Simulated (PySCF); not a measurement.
1,1,2,2-tetrafluoroethane, C2H2F4.
SMILES with atom numbers: `[F:1][CH:2]([F:3])[CH:4]([F:5])[F:6]` (hydrogens: H7 on C2; H8 on C4)

Torsions of this conformer, `[F:1][CH:2]([F:3])[CH:4]([F:5])[F:6]`: F1–C2–C4–F5 180°.

The closed-shell ground state was solved at several levels (PySCF, density fitting, gas phase, non-relativistic). The structure is a single PBE0-D3(BJ)/def2-TZVP conformer in the gas phase; no vibrational or solvent corrections. The dipole stays under 0.02 D at every level.

```json
{"level": "KT3/pcSseg-2", "basis functions": "244", "HOMO (eV)": "-8.38", "LUMO (eV)": "-0.02", "gap (eV)": "8.36"}
{"level": "wB97X-D/pcSseg-2", "basis functions": "244", "HOMO (eV)": "-11.90", "LUMO (eV)": "2.66", "gap (eV)": "14.56"}
{"level": "wB97X-D/aug-cc-pVTZ", "basis functions": "322", "HOMO (eV)": "-11.87", "LUMO (eV)": "0.99", "gap (eV)": "12.86"}
{"level": "CAM-B3LYP/aug-cc-pVTZ", "basis functions": "322", "HOMO (eV)": "-11.53", "LUMO (eV)": "0.39", "gap (eV)": "11.92"}
{"level": "PBE0/aug-cc-pVTZ", "basis functions": "322", "HOMO (eV)": "-9.94", "LUMO (eV)": "0.14", "gap (eV)": "10.08"}
{"level": "B97-2/pcSseg-2", "basis functions": "244", "HOMO (eV)": "-9.67", "LUMO (eV)": "0.93", "gap (eV)": "10.60"}
```

What might PBE0/pcSseg-2 (244 basis functions) give for the same quantities?

HOMO -9.96 eV, LUMO 0.92 eV, gap 10.88 eV.

Over all these levels, which gives the widest orbital gap and which the narrowest?

wB97X-D/pcSseg-2 (range-separated hybrid) has the widest, 14.56 eV, and KT3/pcSseg-2 (GGA) the narrowest, 8.36 eV. The two share the basis. From the narrowest to the widest the HOMO moves by -3.52 eV and the LUMO by +2.68 eV.

In the pcSseg-2 basis, how does the gap go with the fixed share of exact exchange?

KT3 (0 %) 8.36 eV; B97-2 (21 %) 10.60 eV; PBE0 (25 %) 10.88 eV. Each rise in the share widens the gap here.
